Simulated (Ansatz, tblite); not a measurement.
**The cluster P₂S₂−: one state, many levels**

An exercise on one series of results from a longer session: the logs are not shown, and one member is left open.

Program: Ansatz 0.2.0, Gaussian basis. Level of theory: as each input shows. These are calculated values, not measurements.

Levels to be run: GFN1-xTB, GFN2-xTB, PBE-D4/def2-TZVPD, r2SCAN-D4/def2-TZVPD, r2SCAN0-D4/def2-TZVPD, r2SCANh-D4/def2-TZVPD, PBE-QIDH/def2-TZVPD, B3LYP-D4/def2-TZVPD, HSE06-D4/def2-TZVPD, PBE-D4/def2-SVPD, PBE0-D4/def2-SVPD, HF/STO-3G, HF/6-31G, B3LYP-D4/6-31G, CCSD(T)/def2-TZVPD, RPA/def2-TZVPD.

## The geometry

The geometry is that of the doublet, from an earlier relaxation (PBE0-D4/def2-TZVPD). At that level it is the lowest of the isomers that a small search found.

4 atoms, charge -1, spin multiplicity 2.

Bond lengths: P1–P2 2.214 Å, P1–S3 2.068 Å, P2–S3 2.243 Å, P2–S4 1.997 Å. Angles: P2–P1–S3 63.0°, P1–P2–S3 55.3°, P1–P2–S4 108.7°, S3–P2–S4 111.4°, P1–S3–P2 61.7°.

The ion is computed in the gas phase, without counter-ions or solvent.

PBE0-D4/def2-TZVPD was run before; its log isn't repeated, and its numbers join the tables.

Set-up of the first run:

Tight binding, by tblite at 300 K electronic temperature and without a spin-polarisation term:

```python
tblite.interface.Calculator('GFN1-xTB', numbers, positions, charge=-1, uhf=1).singlepoint()
```

Tight binding, by tblite at 300 K electronic temperature and without a spin-polarisation term:

```python
tblite.interface.Calculator('GFN2-xTB', numbers, positions, charge=-1, uhf=1).singlepoint()
```

start.molden holds the orbitals of an earlier run on this state, given as this run's starting guess.

Input file in.yaml:

```yaml
crystal:
  periodic: [false, false, false]
  atoms:
    - {symbol: P, position_ang: [0.539541, 1.337662, -0.712621]}
    - {symbol: P, position_ang: [-0.053820, -0.782642, -0.475871]}
    - {symbol: S, position_ang: [-1.346453, 0.971815, 0.053080]}
    - {symbol: S, position_ang: [0.860732, -1.526846, 1.135403]}
basis:
  gaussian: {orbitals: def2-TZVPD, initial_orbitals: start.molden}
total_charge: -1
magnetization: {spin_polarized: true, initial_magnetization: 1}
hamiltonian: {xc: pbe, dispersion: d4}
scf: {omitted_lower_state_checks: [starts]}
output: {orbitals: {seedname: orbitals}}
```

Run with:

```
$ ansatz run in.yaml --threads 4 --pin off --events-out ev --progress --plain --max-ram 3916MiB
```

Steps of the session up to this table: PBE-D4/def2-TZVPD; r2SCAN-D4/def2-TZVPD; r2SCAN0-D4/def2-TZVPD; r2SCANh-D4/def2-TZVPD; PBE-QIDH/def2-TZVPD; B3LYP-D4/def2-TZVPD; HSE06-D4/def2-TZVPD; PBE-D4/def2-SVPD; PBE0-D4/def2-SVPD; HF/STO-3G; HF/6-31G; B3LYP-D4/6-31G; CCSD(T)/def2-TZVPD; RPA/def2-TZVPD.

One of the session's tables, all rows but one given; the rest of the session is left out.

It belongs to the step «Levels side by side». 

| level | LUMO (eV) | gap (eV) |
| --- | --- | --- |
| HF/STO-3G | 12.50 | 9.86 |
| HF/6-31G | 4.95 | 8.55 |
| PBE-D4/def2-SVPD | 0.90 | 1.01 |
| PBE-D4/def2-TZVPD | ? | ? |
| r2SCAN-D4/def2-TZVPD | 1.11 | 1.54 |
| r2SCANh-D4/def2-TZVPD | 1.42 | 2.26 |
| B3LYP-D4/6-31G | 1.38 | 2.34 |
| B3LYP-D4/def2-TZVPD | 1.43 | 2.41 |
| PBE0-D4/def2-SVPD | 1.72 | 2.97 |
| PBE0-D4/def2-TZVPD | 1.70 | 2.94 |
| r2SCAN0-D4/def2-TZVPD | 1.90 | 3.32 |
| HSE06-D4/def2-TZVPD | 1.32 | 2.18 |

Q: Estimate the row for PBE-D4/def2-TZVPD from the others.

As computed: LUMO (eV): 0.86; gap (eV): 1.01. In the column «LUMO (eV)» it is the lowest.

Limits of these values: The anion's highest level is positive in at least one run, so there the basis alone may hold the extra electron.
